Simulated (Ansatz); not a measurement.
Reaction (SMILES): F[SiH2]F + 2 [H][H] (H2) → 2 F (HF) + [SiH4] (SiH4)
B3LYP-D3(BJ)/def2-TZVP geometries, fixed; electronic energies without zero-point terms.
Largest species:
```xyz
5

Si     0.2322    -0.1423     0.3567
F     -0.9008    -0.9574    -0.4083
F      0.3968     1.2663    -0.3659
H      1.4982    -0.8787     0.2366
H     -0.2130     0.0912     1.7376
```

The energy of full hydrogenation at CCSD(T) with Ansatz (a program for electronic structure), in kcal/mol, split into its Hartree-Fock and correlation parts. Cores are frozen. No added dispersion term, no relativity. Functions are those of the species that has most.

```
basis        X  functions  Hartree-Fock  CCSD(T)
-----------  -  ---------  ------------  -------
cc-pV(D+d)Z  2         61         46.14    46.61
cc-pV(T+d)Z  3        127         58.08    57.13
cc-pV(Q+d)Z  4        234         59.30    58.44
```

Worked estimate of the basis-set limit from each neighbouring pair, with Hartree-Fock from the larger set and the correlation part extrapolated as X^-3.
Correlation parts: X = 2: 0.47, X = 3: -0.95, X = 4: -0.86.
- (2,3): (27·(-0.95) - 8·(0.47))/19 = -1.55; with Hartree-Fock 58.08 the estimate is 56.53 kcal/mol.
- (3,4): (64·(-0.86) - 27·(-0.95))/37 = -0.79; with Hartree-Fock 59.30 the estimate is 58.51 kcal/mol.
The last two estimates differ by 1.97 kcal/mol; the largest set lies 0.07 from the last. Over the last step Hartree-Fock moves by 1.22 and the correlation part by 0.09.
